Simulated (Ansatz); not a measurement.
## H₂Si–N, quartet: vertical spin and charge gaps

Geometry (PBE0/def2-TZVP stationary point for this spin, not checked as a minimum):

```xyz
4

Si    0.0000    0.0000    0.5558
N     0.0000    0.0000   -1.2927
H     0.0000    1.3020    1.2391
H     0.0000   -1.3020    1.2391
```

Basis cc-pVDZ; Ansatz 0.2.0. Correlated methods freeze the noble-gas cores. R marks a restricted (for open shells ROHF) determinant, U an unrestricted one. Active spaces: valence = (11e, 10o) chosen from the atoms' valence shells.

Gaps are energies of the second state less the first, at fixed atoms, for a selection of the levels run; each method lands on the state that its own search finds for that charge and spin.

Unrestricted rows (U, and Kohn–Sham where it breaks symmetry) aren't spin-pure: their determinants' ⟨S²⟩ exceeds S(S+1) by up to 0.80, so they mix in states of higher spin. For open shells CISD is restricted-active-space CI with the open shells as a complete middle space. A value is left out where its run failed or describes another state than the reference as far as symmetry and spin tell, or, spin-broken singlets apart, can't be checked.

Doublet less quartet: -1.821 eV at UCCSDT(Q).

Large singles or doubles amplitudes warn of static correlation in the H2Si–N doublet.

| level | gap (eV) | error (meV) | ⟨S²⟩ where 0.1 over S(S+1) (first / second) |
| --- | --- | --- | --- |
| RHF | -0.040 | 1781 | – / – |
| UHF | -0.958 | 863 | – / 1.55 |
| RMP2 | -1.740 | 81 | – / – |
| UCCSD | -1.575 | 246 | – / 1.55 |
| RCCSD(T) | -1.771 | 50 | – / – |
| BCCD(T) | -1.750 | 71 | – / – |
| RCCSDT | -1.782 | 39 | – / – |
| NEVPT2 (valence space) | -1.859 | -38 | – / – |
| MRCISD (valence space) | -1.831 | -10 | – / – |
| PBE | -1.848 | -27 | – / – |

Removing an electron, to the triplet: 7.250 eV at UCCSDT(Q).

```csv
level,gap (eV),error (meV)
RMP2,7.207,-43
UMP2,7.202,-48
UCCSD(T),7.250,0
RCCSDT(Q),7.251,1
NEVPT2 (valence space),7.088,-162
MRCISD (valence space),7.145,-105
PBE,7.470,220
r2SCAN,7.669,419
PBE0,7.564,314
RPA-PBE,7.334,84
```

Removing an electron, to the quintet: 10.800 eV at UCCSDT(Q).

```csv
level,gap (eV),error (meV)
RHF,9.699,-1101
UMP2,10.782,-18
UCCSD,10.765,-35
UCCSD(T),10.792,-8
RCCSDT(Q),10.801,1
MRCISD (valence space),10.728,-72
PBE0,11.272,472
B3LYP,11.362,562
wB97M-V,11.206,406
RPA-PBE,11.102,302
```

Sextet less quartet: 5.758 eV at UCCSDT(Q).

```csv
level,gap (eV),error (meV)
RHF,4.902,-856
UHF,4.995,-763
RMP2,5.753,-5
UMP2,5.729,-29
CISD,5.601,-157
RCCSD,5.728,-30
UCCSD,5.729,-29
RCCSD(T),5.753,-5
UCCSD(T),5.752,-6
BCCD(T),5.753,-5
RCCSDT,5.754,-4
UCCSDT,5.754,-4
RCCSDT(Q),5.759,1
CASSCF (valence space),5.673,-85
NEVPT2 (valence space),5.852,94
MRCISD (valence space),5.785,27
MRCISD+Q (valence space),5.785,27
PBE,5.969,211
r2SCAN,5.861,103
PBE0,5.957,199
B3LYP,6.075,317
wB97M-V,6.141,383
B2PLYP,6.012,254
RPA-PBE,5.959,201
```

In so small a basis the reference is far from its limit while semilocal and hybrid functionals are nearer theirs (RPA and double hybrids share much of the reference's basis error), so the functionals' errors here hold much of the reference's basis and frozen-core error, which can add to them or hide them.

Full CI isn't at hand for all of this; UCCSDT(Q) serves as the reference, and is uncertain by about the last step of the cluster series. The frozen core follows each run's orbitals, which can shift R against U totals by a few meV.
